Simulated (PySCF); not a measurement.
This PySCF input asks for the NMR shieldings of `InChI=1S/BH5NP/c2-1-3/h1H,2-3H2`; the geometry comes from GFN2-xTB.

```python
import basis_set_exchange as bse
import numpy as np
from pyscf import gto, dft
from pyscf.prop import nmr

atoms = """
N    -1.389474   -0.139506   -0.280502
B    -0.147553   -0.266824    0.295050
P     1.367085    0.560368   -0.584566
H    -2.234138   -0.527671    0.107415
H    -1.551971    0.353362   -1.144667
H    -0.032873   -0.861276    1.298175
H     2.274373   -0.427932   -0.236455
H     1.723608    1.318891    0.520985
"""
names = dict.fromkeys(["N", "B", "P", "H"], "pcSseg-1")
basis = {el: gto.basis.parse(bse.get_basis(n, elements=[el], fmt="nwchem")) for el, n in names.items()}
mol = gto.M(atom=atoms, basis=basis, charge=0, verbose=0)
mf = dft.RKS(mol, xc="PBE0")
mf.grids.level = 2
mf.grids.alignment = dft.numint.BLKSIZE   # the property module wants whole blocks of grid points
mf.conv_tol = 1e-9
mf.kernel()

calc = nmr.RKS(mf)   # GIAO
C = mf.mo_coeff
Co = C[:, mf.mo_occ > 0]
resp = mf.gen_response(singlet=True, hermi=2)
def vind(x):   # induced exchange potential for any number of trial vectors
    d = np.einsum("pi,xij,qj->xpq", C, 2 * x.reshape(-1, C.shape[1], Co.shape[1]), Co, optimize=True)
    return np.einsum("xpq,pi,qj->xij", resp(d - d.transpose(0, 2, 1)), C, Co, optimize=True).ravel()
mo1, _ = nmr.rhf.solve_mo1(calc, with_cphf=vind)
sigma = calc.kernel(mo1)
for i, s in enumerate(sigma):   # ppm
    w = np.linalg.eigvalsh((s + s.T) / 2)
    print("%2d %-2s iso %8.1f  s11 %8.1f  s22 %8.1f  s33 %8.1f" % (i, mol.atom_pure_symbol(i), w.mean(), *w))
```

Problem. What does it print?

Solution. 
```
 0 N  iso    130.6  s11     14.8  s22    172.5  s33    204.6
 1 B  iso     56.3  s11      9.9  s22     36.4  s33    122.5
 2 P  iso    586.5  s11    498.3  s22    623.9  s33    637.3
 3 H  iso     26.6  s11     22.0  s22     23.3  s33     34.4
 4 H  iso     26.6  s11     22.4  s22     25.2  s33     32.1
 5 H  iso     25.7  s11     23.4  s22     24.9  s33     28.9
 6 H  iso     30.3  s11     26.1  s22     26.9  s33     37.9
 7 H  iso     30.4  s11     26.1  s22     27.1  s33     38.0
```

These numbers come from an equivalent density-fitted implementation of the same equations, which agrees with the script to about 0.01 ppm for H and up to a few tenths of a ppm for heavy atoms, so last digits may differ.

Size and cost of the density-fitted run: 83 basis functions, 6 s wall time on 1 thread of an Arm Neoverse V1, shared host; peak memory 0.37 GiB.
